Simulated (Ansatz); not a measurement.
**C4H6OS: up Jacob's ladder to CCSD(T)**

The task here is to estimate one member of a computed series from the others.

The runs use Ansatz 0.2.0, Gaussian basis; functionals in def2-TZVPP, the program's frozen cores in correlated methods.

Plan: PBE-D4, r2SCAN-D4, PBE0-D4, B3LYP-D4, ωB97X-V, ωB97M-V, B2PLYP; CCSD(T)/def2-TZVPP; MP2/def2-QZVPP; extrapolation to the limit.

### The geometry

The geometry comes from an earlier relaxation with PBE0-D4 in a triple-zeta def2 set; it is a stationary point, not always the lowest conformer.

12 atoms, charge 0, spin multiplicity 1.

Atoms are counted from 1 here; the program's logs count them from 0.

Bond lengths: C1–C2 1.199 Å, C1–H7 1.064 Å, C2–C3 1.441 Å, C3–S4 1.839 Å, C3–H8 1.094 Å, C3–H9 1.094 Å, S4–C5 1.800 Å, S4–O6 1.476 Å, C5–H10 1.091 Å, C5–H11 1.091 Å, C5–H12 1.090 Å. Angles: C2–C1–H7 179.5°, C1–C2–C3 178.5°, C2–C3–S4 110.6°, C2–C3–H8 111.6°, C2–C3–H9 111.4°, S4–C3–H8 106.2°, S4–C3–H9 107.4°, H8–C3–H9 109.5°, C3–S4–C5 94.8°, C3–S4–O6 107.1°, C5–S4–O6 106.6°, S4–C5–H10 110.1°, S4–C5–H11 109.6°, S4–C5–H12 106.2°, H10–C5–H11 111.3°, H10–C5–H12 109.7°, H11–C5–H12 109.7°.

As a file:

```xyz
12
charge 0, multiplicity 1
C     1.3130    2.1199   -1.8220
C     1.0263    1.1561   -1.1685
C     0.6459    0.0112   -0.3801
S    -1.0822    0.1866    0.2236
C    -1.1205   -1.4200    1.0352
O    -1.0655    1.2005    1.2959
H     1.5733    2.9777   -2.3958
H     1.2713   -0.0887    0.5122
H     0.6957   -0.9114   -0.9659
H    -1.0503   -2.2176    0.2935
H    -0.3091   -1.4812    1.7623
H    -2.0801   -1.4784    1.5487
```

The first run:

File in.yaml:

```yaml
crystal:
  periodic: [false, false, false]
  atoms:
    - {symbol: C, position_ang: [1.312967, 2.119928, -1.822010]}
    - {symbol: C, position_ang: [1.026303, 1.156110, -1.168503]}
    - {symbol: C, position_ang: [0.645856, 0.011198, -0.380090]}
    - {symbol: S, position_ang: [-1.082248, 0.186554, 0.223560]}
    - {symbol: C, position_ang: [-1.120541, -1.420010, 1.035183]}
    - {symbol: O, position_ang: [-1.065492, 1.200482, 1.295918]}
    - {symbol: H, position_ang: [1.573308, 2.977729, -2.395753]}
    - {symbol: H, position_ang: [1.271348, -0.088718, 0.512238]}
    - {symbol: H, position_ang: [0.695713, -0.911394, -0.965853]}
    - {symbol: H, position_ang: [-1.050350, -2.217568, 0.293549]}
    - {symbol: H, position_ang: [-0.309115, -1.481243, 1.762299]}
    - {symbol: H, position_ang: [-2.080051, -1.478368, 1.548661]}
basis:
  gaussian: {orbitals: def2-TZVPP}
hamiltonian: {xc: pbe, dispersion: d4}
output: {forces: true, orbitals: {seedname: orbitals}}
```

The run is started by

```bash
> ansatz run in.yaml --threads 4 --pin off --events-out ev --progress --plain --max-ram 10444MiB
```

Steps of the session up to this table: PBE-D4 (GGA); r2SCAN-D4 (meta-GGA); PBE0-D4 (hybrid); B3LYP-D4 (hybrid); ωB97X-V (range-separated); ωB97M-V (range-separated); B2PLYP (double hybrid); CCSD(T) in def2-TZVPP; MP2 in def2-QZVPP.

One table of the session follows, with a row left open; its other results are not shown here.

| method | atomisation energy (eV) |
| --- | --- |
| PBE-D4 | 51.160 |
| r2SCAN-D4 | 49.676 |
| PBE0-D4 | 49.791 |
| B3LYP-D4 | 49.328 |
| ωB97X-V | 49.329 |
| ωB97M-V | 49.509 |
| B2PLYP | 48.866 |
| HF/def2-TZVPP | 34.395 |
| MP2/def2-TZVPP | 49.199 |
| CCSD/def2-TZVPP | ? |
| CCSD(T)/def2-TZVPP | 47.845 |
| MP2/CBS | 50.689 |
| CCSD(T)/CBS | 49.335 |

Estimate the missing values for CCSD/def2-TZVPP.

The run gave: atomisation energy (eV): 46.834. In the column «atomisation energy (eV)» it lies between HF/def2-TZVPP (34.395) and CCSD(T)/def2-TZVPP (47.845).
